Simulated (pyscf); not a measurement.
# Four-centre exchange: `[SiH3+]` + `[OH2]` → `[SiH3+]` + `[OH2]`

Gas phase, singlet surface, charge 1. Bonds broken: Si1–H2, O5–H6. Bonds formed: Si1–H6, H2–O5. Single points on ωB97X-D3(BJ)/def2-SVP structures (PySCF, gas phase). Correlated levels are frozen-core, on RHF or UHF. ΔMP2 is the change of the MP2 total energy from the triple- to the quadruple-zeta basis.

Transition state (Å):

```xyz
7

Si    -1.3303    -0.3837    -0.2630
H     -0.3551     0.0997     1.4325
H     -1.1795    -1.8260    -0.5219
H     -2.6458     0.2646    -0.1860
O     -0.0419     0.6549    -0.0322
H     -0.2587     0.6572    -1.6146
H      0.8842     0.2988    -0.0678
```

One imaginary mode, 2320i cm⁻¹; descent along it reached the two sides named, in the forms told below.

```json
[
 {"bond": "Si1–H2", "change": "breaks", "reactant side (Å)": "1.473", "saddle": "2.015", "product side": "2.546"},
 {"bond": "O5–H6", "change": "breaks", "reactant side (Å)": "0.975", "saddle": "1.597", "product side": "2.545"},
 {"bond": "Si1–H6", "change": "forms", "reactant side (Å)": "2.546", "saddle": "2.015", "product side": "1.473"},
 {"bond": "H2–O5", "change": "forms", "reactant side (Å)": "2.546", "saddle": "1.597", "product side": "0.975"}
]
```

Electronic energies relative to the separated reactants (kcal/mol):

```
level                             barrier  reaction energy  reverse barrier
--------------------------------  -------  ---------------  ---------------
ωB97X-D3(BJ)/def2-TZVP              103.1              0.0            103.1
PBE/def2-TZVP                        79.6              0.0             79.6
r²SCAN/def2-TZVP                     86.2              0.0             86.2
B3LYP-D3(BJ)/def2-TZVP               91.4              0.0             91.4
PBE0-D3(BJ)/def2-TZVP                92.6              0.0             92.6
M06-2X/def2-TZVP                    100.5              0.0            100.5
ωB97M-D3(BJ)/def2-TZVP               98.6              0.0             98.6
HF/def2-TZVP                        138.1              0.0            138.1
MP2/def2-QZVPP                       99.0              0.0             99.0
CCSD/def2-TZVPP                     101.7              0.0            101.7
CCSD(T)/def2-TZVPP                   91.3              0.0             91.3
CCSD(T)/def2-TZVPP + ΔMP2(QZVPP)     91.3              0.0             91.3
```

With CCSD(T)/def2-TZVPP + ΔMP2(QZVPP) energies and thermal terms (ideal gas, 1 atm, RRHO with modes under 100 cm⁻¹ raised to 100, one conformer, R ln 2 for rigid chiral ones), in kcal/mol:

```
T (K)   ΔH‡    ΔG‡   ΔH   ΔG
-----  ----  -----  ---  ---
298    86.9   96.6  0.0  0.0
600    87.2  106.4  0.0  0.0
900    88.3  115.7  0.0  0.0
1200   89.4  124.7  0.0  0.0
```

On the reactant side the descent ends in an adduct with a O–Si contact, 61.2 kcal/mol under the separated species and 164.3 kcal/mol under the saddle at ωB97X-D3(BJ)/def2-TZVP. On the product side the descent ends in an adduct with a O–Si contact, 61.2 kcal/mol under the separated species and 164.3 kcal/mol under the saddle at ωB97X-D3(BJ)/def2-TZVP. The same reactants have a lower exit, to HO⁺=SiH₂ + H₂ (barrier -16.1 kcal/mol at ωB97M-D3(BJ), against +98.6 kcal/mol here). One saddle was located; it need not be the lowest between these sides. One closed-shell reference is unstable to symmetry breaking; treat the single-reference values with care. The CCSD(T) − MP2 part came from Ansatz, without density fitting, on the same reference.
